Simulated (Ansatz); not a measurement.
# Ce (Ce, fcc): the cost of one run

Program: Ansatz 0.2.0. Level of theory: DFT, PBE, plane waves (420 eV) with PAW, scalar-relativistic. These are calculated values, not measurements.

### 1 The system as given

The structure is cubic, space group Fm-3m (No. 225). The conventional cell has a = 4.736 Å, b = 4.736 Å, c = 4.736 Å, α = 90.00°, β = 90.00°, γ = 90.00°. Around Ce (site symmetry m-3m) lie 12 Ce at 3.35 Å.

Coordinates:

```cif
data_structure
_symmetry_space_group_name_H-M 'P 1'
_symmetry_Int_Tables_number 1
_cell_length_a 3.3489
_cell_length_b 3.3489
_cell_length_c 3.3489
_cell_angle_alpha 60.000
_cell_angle_beta 60.000
_cell_angle_gamma 60.000
_cell_volume 26.56
loop_
_atom_site_label
_atom_site_type_symbol
_atom_site_fract_x
_atom_site_fract_y
_atom_site_fract_z
_atom_site_occupancy
Ce1 Ce 0.00000 0.00000 0.00000 1
```

### 2 Smearing_fermi_dirac

Input file input.yaml:

```yaml
crystal:
  lattice:
    - [0.0, 2.3680617045, 2.3680617045]
    - [2.3680617045, 0.0, 2.3680617045]
    - [2.3680617045, 2.3680617045, 0.0]
  atoms:
    - { symbol: Ce, position: [0.0, 0.0, 0.0], spin: 1.0 }
hamiltonian:
  xc: pbe
  pseudopotentials:
    kind: paw
    azcp:
      Ce: "pseudopotentials/Ce.paw.azcp"
basis:
  ecutwfc: 420
  fft_grid_basis: typed
kpoints:
  mp_grid: { grid: [11, 11, 11], shift: [0, 0, 0] }
magnetization:
  spin_polarized: true
scf:
  occupations: { method: fermi_dirac, width: 0.6 }
  lower_state_search: "off"
output:
  stress: true
```

The run is started by

```bash
$ ansatz run input.yaml --threads 1 --pin off --max-ram 3584MiB --backend cpu --events-out ev --progress --plain --runs-dir out
```

What time and memory should one allow on 1 thread of Intel Xeon Platinum 8259CL at 2.50GHz (Skylake/Cascade Lake), shared host?

About 12 s, with a peak of 0.45 GiB.
